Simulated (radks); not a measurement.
# C³⁺ in [He] 3d1: an all-electron calculation

Aim: the levels, the sizes of the orbitals and the parts of the energy of the carbon ion C3+.

Program: radks (a radial shooting solver on a logarithmic mesh, Libxc functionals) version 1. Level of theory: non-relativistic Kohn-Sham, PBE, spin-polarised, spherical densities, point nucleus; open shells are filled with parallel spins first. These are calculated values, not measurements, unless marked.

### 1 Starting point

```
element       : carbon (Z = 6)
charge        : +3
electrons     : 3
configuration : [He] 3d1
```

The outer shells:

C³⁺
```
[He] core
3d [↑ ][  ][  ][  ][  ]
```

### 2 Self-consistent calculation

The run's settings:

```text
Z 6
configuration [He] 3d1 2s0 2p0 4d0 4f0
relativity non-relativistic
functional pbe,pbe
spin polarised
nucleus point
```

On the command line:

```bash
> python run_ks.py task.json out
```

The same process makes all the runs of this session.

**Question.** What will this run give?

The runs gave:

| quantity | value |
| --- | --- |
| total energy | -33.24200 hartree |
| exchange-correlation share of it | 11.07 % |
| −T/E | 0.9985 |
| highest occupied level | 3d up, -21.073 eV |
| most extended occupied level | 3d up, <r> = 2.60 bohr |
| radius at density 0.001 e/bohr³ | 3.69 bohr |
| maxima of the radial density | 2 |

**Reading.** The radial density shows 2 maxima for 2 occupied principal shells. The ratio −T/E is 0.9985; for a non-relativistic Coulomb system it is 1 up to the kinetic part of correlation. This is not the tabulated ground configuration, so its levels and sizes aren't those of the ground state, and no measured value stands beside it.
